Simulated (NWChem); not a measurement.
**Total energies of O$_{2}$ (+1)**

```
O
O 1 1.1070
```
Charge +1, spin multiplicity 2.

All runs are NWChem calculations. The geometry was optimised at UB3LYP/def2-SVP, a minimum by its harmonic frequencies.

Basis set: 3-21G (18 functions).

| method | total energy (Ha) |
|---|---|
| UHF | -148.27147 |
| UMP2 | -148.56202 |
| UB2PLYP | -148.84874 |
| UPBE | -148.85281 |
| UB3LYP | -148.98353 |
| UM06-2X | -148.90566 |

Total energies of different functionals aren't comparable as a measure of quality: only differences taken within one method are. 

The correlated methods keep 2 core orbitals frozen. B3LYP has NWChem's definition, with VWN1-RPA local correlation. The structure started from a generated list of species. The unpaired electrons of the parent sit in orbitals of symmetry b2g (D2h labels of the run); other states weren't searched. No SCF solution was tested for a lower state. Open-shell Hartree-Fock references start from PBE0 orbitals.
